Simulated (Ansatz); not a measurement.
hcp Co

Computed with rVV10 in Ansatz (plane waves, PAW).

Numerical settings: plane-wave cutoff 520 eV, 24×24×14 k mesh (along the axes of the cell as run), Fermi–Dirac smearing 0.05 eV, spin-polarised with parallel moments, scalar-relativistic PAW data made under PBE.

Cell: relaxed at this level.

```yaml
equilibrium_volume_per_atom: 11.02 Å³/atom
bulk modulus B0: 211 GPa
equilibrium_lattice_constant_a: 2.506 Å
lattice_parameter_c: 4.051 Å
band_gap: zero (no gap)
magnetic moment per atom (the cell's total over its atoms): 1.60 μB
pressure derivative B′ of the bulk modulus: 4.2
```

Measured, for comparison: bulk modulus 193 GPa (zero-point energy and finite temperature contributions removed, our sources range from 193 to 198; as tabulated in doi:10.1021/acs.jctc.3c00612); lattice constant a 2.507 Å, lattice parameter c 4.07 Å (293 K, not corrected to a static lattice; as tabulated in Wikipedia's data pages). Computed (rounded) less measured: bulk modulus +9 % (+7 % to +9 % over the range), lattice constant a 0.0 %, lattice parameter c -0.5 %. A static lattice is as a rule a little smaller and stiffer than an uncorrected measurement, which narrows the difference in the lattice parameter c and would widen misses of the other sign.

Note: the bulk modulus comes from volumes at which shape and atoms were relaxed.

Moments are spin moments.

The computed numbers hold no vibrational or temperature effects.

Ansatz is a first-principles code.
